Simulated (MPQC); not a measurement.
# BH3 (borane): a first try and a second

Wanted: energy and gradient of BH3 (borane), HF/6-311G.

The calculation is run with MPQC 2.3.1.

3 further runs of the same task are left out: 1 that didn't finish, 2 set aside as unsound or not needed.

**1. The system as given**

BH3: 4 atoms, total charge 0, spin state singlet. SMILES: `B`. Geometry: relaxed at PBE0-D4/def2-TZVP.

Bond lengths: B1–H2 1.193 Å, B1–H3 1.193 Å, B1–H4 1.193 Å. Angles: H2–B1–H3 120.0°, H2–B1–H4 120.0°, H3–B1–H4 120.0°.

**2. The input as first written**

Contents of run.in:

```
% BH3
checkpoint: no
molecule: (bohr)
  B        0.013900      -0.015100      -0.005100
  H        0.982200       0.381700       0.568800
  H       -0.276200      -1.171800       0.043000
  H       -0.664400       0.744900      -0.626900
optimize: no
memory: 1000000000
basis: 6-311G
method: HF
symmetry: auto
gradient: yes
```

Started as:

```sh
$ mpqc run.in > run.out
```

The program printed:

```text
MPQC: Massively Parallel Quantum Chemistry
[...]
  LUMO is     4  A' =   0.089637
  total scf energy =  -25.1084987002
[...]
Value of the MolecularEnergy:  -25.1084987002
  Gradient of the MolecularEnergy:
      1  -0.0001021337
      2   0.0001209017
      3   0.0001773729
      4  -1.1108484129
      5  -0.4551980378
      6  -0.6583705810
      7   0.3327648169
      8   1.3269502623
      9  -0.0551829157
     10   0.7781857296
     11  -0.8718731262
     12   0.7133761238
[...]
      symmetry = cs
[...]
```

It took 0.12 s on 1 thread of Arm Neoverse V1, shared host.

**3. Diagnosis**

The program ended normally, but the settings are unsound, so its numbers aren't properties of the molecule.

The fault: numbers in ångström are read as bohr, which shrinks the molecule to 0.53 of its size. As the program read them, the closest atoms are 0.63 Å apart, against 1.19 Å in the sound input.

**4. The mended input**

Contents of mol.in:

```
% RHF/6-311G
memory: 1000000000
checkpoint: no
molecule: (angstrom)
  B  0.013900 -0.015100 -0.005100
  H  0.982200 0.381700 0.568800
  H  -0.276200 -1.171800 0.043000
  H  -0.664400 0.744900 -0.626900
basis: 6-311G
method: RHF
gradient: yes
symmetry: auto
```

Started as:

```sh
$ mpqc mol.in > mol.out
```

The program printed:

```text
MPQC: Massively Parallel Quantum Chemistry
[...]
  LUMO is     5   A =   0.066655
  total scf energy =  -26.3827164827
[...]
Value of the MolecularEnergy:  -26.3827164827
  Gradient of the MolecularEnergy:
      1    0.0000010776
      2    0.0000015365
      3   -0.0000240798
      4    0.0026781487
      5    0.0011062990
      6    0.0015933342
      7   -0.0008093364
      8   -0.0032069593
      9    0.0001378341
     10   -0.0018698899
     11    0.0020991239
     12   -0.0017070886
[...]
      symmetry = c1
[...]
```

Run time: 0.14 s. Hardware: 1 thread of Arm Neoverse V1, shared host.

**5. Outcome**

At HF/6-311G:

| quantity | value |
| --- | --- |
| total energy | -26.38272 Eh |
| HOMO energy | -13.54 eV |
| LUMO energy | 1.81 eV |
| HOMO–LUMO gap | 15.36 eV |
| largest force on an atom | 0.170 eV/Å |

**Reading.** The first attempt's energy was +34.673 eV off this one.
